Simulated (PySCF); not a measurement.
# NOF (nitrosyl fluoride) at FCI/STO-6G

What is the vertical ionisation energy of NOF (nitrosyl fluoride) at FCI/STO-6G? The job is set up through a Python script.

Program for the calculation: PySCF 2.14.0.

13 further runs of the same task are left out: 4 that didn't finish, 9 set aside as unsound or not needed.

## Step 1: The molecule

NOF has 3 atoms, charge 0, and is taken as a singlet. SMILES: `O=NF`. Geometry: relaxed at PBE0-D4/def2-TZVP.

Bond lengths: O1–N2 1.127 Å, N2–F3 1.483 Å. Angles: O1–N2–F3 110.4°.

## Step 2: A single-point energy at FCI/STO-6G

run.py

```python
# nitrosyl fluoride
from pyscf import gto, scf, mcscf
from pyscf import fci

mol = gto.Mole()
mol.atom = '''
O      0.868350     0.242970     0.504740
N      0.148930    -0.482540     0.029910
F     -1.017290     0.239580    -0.534650
'''
mol.charge = 0
mol.basis = 'sto-6g'
mol.verbose = 4
mol.max_memory = 1860
mol.build()

mf = scf.RHF(mol)
mf.conv_tol = 1e-10
mf.kernel()
if not mf.converged:
    mf = mf.newton().run(mf.mo_coeff, mf.mo_occ)

cas = mcscf.CASCI(mf, mf.mo_coeff.shape[-1] - 3, (mol.nelec[0] - 3, mol.nelec[1] - 3))  # full CI above the frozen core
cas.fcisolver = fci.direct_spin0.FCI(mol)  # even spin states alone
cas.kernel()
print('<S^2> = %.4f' % cas.fcisolver.spin_square(cas.ci, cas.ncas, cas.nelecas)[0])
etot = cas.e_tot
print('E = %.10f Eh' % etot)
```

Command:

```console
$ OMP_NUM_THREADS=1 python run.py
```

Log:

```text
PySCF version 2.14.0

[INPUT] num. atoms = 3
[INPUT] num. electrons = 24
[INPUT] charge = 0
[INPUT] spin (= nelec alpha-beta = 2S) = 0
[INPUT] symmetry False subgroup None
[INPUT] Mole.unit = angstrom
[INPUT] Symbol           X                Y                Z      unit          X                Y                Z       unit  Magmom
[INPUT]  1 O      0.868350000000   0.242970000000   0.504740000000 AA    1.640943680266   0.459146756486   0.953820364113 Bohr   0.0
[INPUT]  2 N      0.148930000000  -0.482540000000   0.029910000000 AA    0.281436911731  -0.911868444148   0.056521708386 Bohr   0.0
[INPUT]  3 F     -1.017290000000   0.239580000000  -0.534650000000 AA   -1.922399489259   0.452740584923  -1.010342072499 Bohr   0.0

nuclear repulsion = 66.4729217263816
number of shells = 9
number of NR pGTOs = 90
number of NR cGTOs = 15
basis = sto-6g
ecp = {}

[... 41 lines left out ...]
converged SCF energy = -227.655188820313
[... 1 line left out ...]
******** <class 'pyscf.mcscf.casci.CASCI'> ********
CAS (9e+9e, 12o), ncore = 3, nvir = 0
natorb = False
canonicalization = True
sorting_mo_energy = False
******** <class 'pyscf.fci.direct_spin0.FCISolver'> ********
max. cycles = 100
conv_tol = 1e-10
davidson only = False
linear dependence = 1e-14
level shift = 0.001
max iter space = 12
nroots = 1
pspace_size = 400
spin = None
Density matrix diagonal elements [1.9935905  1.99632063 1.98824354 1.97392219 1.98079895 1.93728624
 1.9937404  1.93916718 1.90424862 0.13254699 0.13314974 0.02698501]
CASCI converged
CASCI E = -227.841061727307  E(CI) = -85.5179912259194  S^2 = 0.0000000
<S^2> = 0.0000
E = -227.8410617273 Eh
```

It took 1.6 s on 1 thread of Arm Neoverse V1, shared host; peak memory 0.13 GiB.

## Step 3: The doublet cation, same level

calc.py

```python
from pyscf import gto, mcscf

molecule = gto.Mole()
molecule.atom = [
    ('O', (0.868350, 0.242970, 0.504740)),
    ('N', (0.148930, -0.482540, 0.029910)),
    ('F', (-1.017290, 0.239580, -0.534650)),
]
molecule.verbose = 3
molecule.basis = 'sto-6g'
molecule.max_memory = 1860
molecule.charge = 1
molecule.spin = 1
molecule.build()

calc0 = molecule.ROHF()
calc0.conv_tol = 1e-10
calc0.kernel()
if not calc0.converged:
    calc0 = calc0.newton().run(calc0.mo_coeff, calc0.mo_occ)

cas = mcscf.CASCI(calc0, calc0.mo_coeff.shape[-1] - 3, (molecule.nelec[0] - 3, molecule.nelec[1] - 3))  # full CI above the frozen core
cas.fix_spin_(ss=0.75)
cas.kernel()
energy = cas.e_tot
print('Final energy', energy)
```

Command:

```console
$ OMP_NUM_THREADS=1 python calc.py
```

Log:

```text
converged SCF energy = -227.297003105492
CASCI E = -227.517785965558  E(CI) = -85.1937732567174  S^2 = 0.7500000
Final energy -227.5177859655584
```

It took 6.3 s on 1 thread of Arm Neoverse V1, shared host; peak memory 0.14 GiB.

## Step 4: What came out

Level: FCI/STO-6G, 3 core orbitals frozen.

| quantity | value |
| --- | --- |
| singlet NOF: total energy | -227.84106 Eh |
| singlet NOF: dipole moment (Hartree–Fock density) | 0.38 D |
| singlet NOF: HOMO energy (Hartree–Fock orbitals) | -10.00 eV |
| singlet NOF: LUMO energy (Hartree–Fock orbitals) | 5.40 eV |
| singlet NOF: HOMO–LUMO gap (Hartree–Fock orbitals) | 15.40 eV |
| singlet NOF: correlation energy (3 core orbitals frozen) | -185.9 mEh |
| doublet cation: total energy | -227.51779 Eh |
| doublet cation: correlation energy (3 core orbitals frozen) | -220.8 mEh |
| vertical ionisation energy (to the doublet cation) | 8.797 eV |

**Reading.** Removing an electron at fixed nuclei costs 8.80 eV (203 kcal/mol). In a minimal basis such a difference can be off by several eV, whatever the method.
